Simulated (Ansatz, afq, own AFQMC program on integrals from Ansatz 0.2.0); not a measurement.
**BeLi⁻, singlet: AFQMC among the cluster methods**

```yaml
atoms:
  - { symbol: Li, position_ang: [0.0000, 0.0000, 0.0000] }
  - { symbol: Be, position_ang: [0.0000, 0.0000, 3.2890] }
```

Basis aug-cc-pVDZ. Noble-gas cores (and the filled d shells of Ga–Kr and In–Xe) are frozen. Integrals, coupled cluster, full CI and functionals: Ansatz 0.2.0; the random walks run on the same integrals in our own AFQMC program. ph-AFQMC/CISD is guided by a CISD state made of CCSD amplitudes; releasing the constraint for a short imaginary time cuts its bias at the price of noise, slowly where states lie close. Error bars are statistical, one sigma.

Determinant: UHF, the one that the program's search chose, which needn't be the lowest solution. The geometry is a point of a scan.

Full CI on the same integrals is exact in this basis and with this determinant's frozen core.

Cautions: strong correlation (T1 0.129, weight of the determinant 0.71, largest double 0.11); unrestricted determinant spin contaminated (⟨S²⟩ 0.89 against 0.00); the ph-AFQMC/CISD walk drifts between its halves (2.8 errors); the released energy hasn't reached full CI (34 meV above it at 2.40 1/Eh), so no released level is given (meV from the phaseless value at times in 1/Eh: -12 ± 9 at 0.24, -11 ± 9 at 0.51, -8 ± 7 at 0.99, -8 ± 9 at 1.62, -12 ± 10 at 2.40).

The T1 diagnostic is 0.1289. The weight of the determinant in the CISD state is 0.710, the ⟨S²⟩ of the determinant is 0.892 and the size of the correlated space is 4 electrons in 44 orbitals.

Reference: full CI, correlation energy -1.808 eV. The cautions show a poor starting determinant, so the rows tell how each method copes with it here, and full CI is the sure value.

| level | E − E(reference) (mEh) | share of correlation (%) |
| --- | --- | --- |
| HF | 66.44 | 0.00 |
| MP2 | 32.26 | 51.45 |
| CCSD | 6.59 | 90.08 |
| CCSD(T) | 3.33 | 94.99 |
| CCSDT | 0.55 | 99.17 |
| CCSDT(Q) | 0.00 | 100.00 |
| ph-AFQMC/CISD | 1.67 ± 0.37 | 97.49 |

CCSDT and higher add their correlation energy to the determinant of the CCSD(T) run, since their own runs factorise the integrals more tightly (a shift of under 2 meV). A walk keeps the symmetry of its determinant, which the program's search chose and which needn't be the lowest solution, so a lower state of the same spin and another symmetry isn't excluded.
